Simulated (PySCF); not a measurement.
## ClH₅, singlet: data card

Computed with PySCF, BP86, basis Cl def2-TZVP, H def2-TZVP (no relativity, density fitting).

The structure is a minimum.

Coordinates in bohr (charge 0 multiplicity 1):
```
Cl    0.0000    0.0000   -0.0841
H     0.0000    0.0000    2.3445
H     3.0352    0.0000    0.1474
H     0.0000    3.0352    0.1474
H    -3.0352    0.0000    0.1474
H     0.0000   -3.0352    0.1474
```

| Item | Value |
| --- | --- |
| Point group | C4v |
| Bond lengths | Cl–H 1.285 Å, Cl–H 1.611 Å (×4) |
| Bond angles | H–Cl–H 85.6° (×4), H–Cl–H 89.7° (×4), H–Cl–H 171.3° (×2) |
| Principal polarisabilities | 16.5, 68.2, 68.2 bohr³ |
| Principal quadrupole moments (Buckingham, traceless) about the centre of mass | -4.05, -4.05, 8.10 D Å |
| Entropy at 298.15 K and 1 bar | 222.9 J/(mol K) |
| Lowest empty level | -2.34 eV |
| Atomisation energy without zero-point energy | 553 kJ/mol |
| Heat capacity Cp at 298.15 K | 49.1 J/(mol K) |
| Highest occupied level | -5.31 eV |
| Rotational constants | 2.463, 2.463, 1.621 cm⁻¹ |
| Rotational symmetry number | 4 |
| Dipole moment | 1.00 D |
| Enthalpy at 298.15 K above 0 K | 11.13 kJ/mol |
| Zero-point energy | 90.0 kJ/mol |

Harmonic modes (masses in u: Cl 34.969, H 1.008):
```csv
symmetry,ω (cm⁻¹),"IR (km/mol, summed over degenerate members)"
b2,485,0.0
e,938,580
b1,1076,0.0
e,1109,415
a1,1129,45.7
e,1332,2988
a1,1368,0.0
b1,1403,0.0
a1,2823,129
```

In C4v the vibrations span b2 + 3e + 2b1 + 3a1. The b1, b2 modes carry no infrared intensity, as symmetry demands.

Charges (e):
```tsv
atom	Mulliken	Löwdin	polar tensor	Mayer order to Cl1
Cl1	0.13	0.45	1.37	–
H2	0.38	0.10	0.12	0.84
H3,4,5,6	-0.13	-0.14	-0.37	0.54
```
Other Mayer orders above 0.3: H–H 0.44 (×2).

Mulliken populations on Cl1: s 5.88, p 10.51, d 0.48, f 0.00.

Outer orbital energies (eV). occupied: -24.60, -14.13, -13.25, -13.25, -5.87, -5.31; empty: -2.34, -1.41, -1.41, 3.89.

Counting electrons, chlorine keeps 2 of its valence electrons outside its bonds, so the VSEPR class is AX5E1 and the expected shape is square pyramidal (C4v), as computed.

The final relaxation and frequency run took about 50 core-seconds on a shared host.
